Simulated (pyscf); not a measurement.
Single points on ωB97X-D3(BJ)/def2-SVP structures (PySCF, gas phase).

For the elementary gas-phase step `[CH3][CH]([F])[F]` → `[CH2]=[CH][F]` + `[FH]` (singlet surface; C–H, C–F broken, F–H formed), what barrier and reaction energy does B3LYP-D3(BJ)/def2-TZVP give, measured from the reactant's lowest minimum found?

ΔE‡ = 64.9 kcal/mol, ΔE = +26.1 kcal/mol. CCSD(T)/def2-TZVPP + ΔMP2(QZVPP) gives 69.3 kcal/mol and +24.2 kcal/mol. Zero-point energy shifts the barrier by -4.8 kcal/mol. It is an elimination, with an imaginary mode of 1838i cm⁻¹. This is the saddle that the search found; another between the same sides may lie lower. The CCSD(T) − MP2 part came from Ansatz, without density fitting, on the same reference.
